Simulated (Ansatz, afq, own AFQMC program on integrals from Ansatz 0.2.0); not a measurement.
## H$_{2}$Br, doublet in cc-pVTZ, levels against CCSDT(Q)

```xyz
3

Br    0.0000    0.0000   -1.3390
H     0.0000    0.0000    0.2380
H     0.0000    0.0000    1.1010
```

Basis cc-pVTZ. Only valence electrons are correlated. Ansatz 0.2.0 and our own AFQMC program on the same integrals; the CISD trial comes from CCSD amplitudes, and released means the phaseless constraint is let go. ± is one standard error of the sampling. No spin–orbit coupling.

Determinant: UHF, the one that the program's search chose, which needn't be the lowest solution. The geometry is a point of a scan.

No full CI on the walks' own integrals is used here; CCSDT(Q) serves as the reference and is uncertain by about the last step of the cluster series.

Cautions: no relativity below Rb; no spin-orbit coupling; inner d shell frozen.

The T1 diagnostic is 0.0131 and the weight of the determinant in the CISD state is 0.910. The ⟨S²⟩ of the determinant is 0.787 and the size of the correlated space is 9 electrons in 57 orbitals.

Reference: CCSDT(Q), correlation energy -5.823 eV. The released energy is read at 2.40 1/Eh (meV from the phaseless value at times in 1/Eh: -5.2 ± 2.4 at 0.24, -6.7 ± 1.9 at 0.51, -7.8 ± 1.5 at 0.99, -9.6 ± 2.0 at 1.62, -8.8 ± 2.2 at 2.40).

```tsv
level	E − E(reference) (kcal/mol)	share of correlation (%)
HF	134.28	0.00
MP2	20.42	84.80
CCSD	4.78	96.44
CCSD(T)	0.56	99.58
CCSDT	0.14	99.89
ph-AFQMC/CISD	0.16 ± 0.04	99.88
released AFQMC	-0.05 ± 0.05	100.03
```

A walk keeps the symmetry of its determinant, which the program's search chose and which needn't be the lowest solution, so a lower state of the same spin and another symmetry isn't excluded. Released energies are given only where the last usable release times agree within the noise; a slower fall can still hide under it.
